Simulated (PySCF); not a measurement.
# CH7AlSi: the cost of one run

Programs: PySCF 2.14.0, with density-fitted response routines of our own. Each step states its level of theory. These are calculated values for one molecule in the gas phase, unless marked as measured. Atoms count from 0, in the outputs and in this text.

## Step 1: Starting geometry

10 atoms, charge 0, multiplicity 1; geometry from: PBE0-D3(BJ)/def2-SVP.

Bonds of the start (Å): Al0–C1 1.95, C1–Si2 1.88, Al0–H3 1.59, Al0–H4 1.59, C1–H5 1.10, C1–H6 1.10, Si2–H7 1.50, Si2–H8 1.50, Si2–H9 1.50.

## Step 2: Nuclear shieldings: PBE0/pcSseg-2

What the job is given:

```
{"job": {"kind": "nmr", "xc": "PBE0", "basis": "pcSseg-2", "pop": false}, "charge": 0, "multiplicity": 1}
Al     1.629324     0.708356    -0.121324
C      0.183763    -0.602797    -0.209428
Si    -1.323037    -0.181532     0.828639
H      2.745275     0.589368     1.006805
H      1.676442     1.904091    -1.170112
H     -0.157430    -0.709051    -1.254718
H      0.548877    -1.587826     0.132286
H     -2.405408    -1.208183     0.708306
H     -1.894640     1.139677     0.413735
H     -0.948899    -0.074361     2.275056
```

Level: GIAO PBE0/pcSseg-2 NMR shielding, non-relativistic, gas phase.

Command:

```sh
> OMP_NUM_THREADS=1 python probes_run.py task.json out
```

One launch serves the whole session: the jobs run in the order shown.

Q: Estimate the wall time and peak memory of this first job on 1 thread of Arm Neoverse V1, shared host.

About 13 s, with a peak of 0.91 GiB.
